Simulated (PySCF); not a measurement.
Calculation: PBE-D3(BJ)/def2-TZVP (PySCF). All species are isolated molecules in the gas phase. One relaxed conformer stands for a flexible species; it need not be the lowest. 

Reference species (SMILES): `[CH3]` (neutral, multiplicity 2).

```
Quantity                         Result
-----------------------------  --------
highest occupied spin orbital  -5.38 eV
```

Changed species: `CC[C]=O` (C–C–C–O torsion 1°) (radical fragment; the reference has radical fragment).

Predict the effect on the highest occupied spin orbital.

the highest occupied spin orbital rises by 1.16 eV, to -4.22 eV.
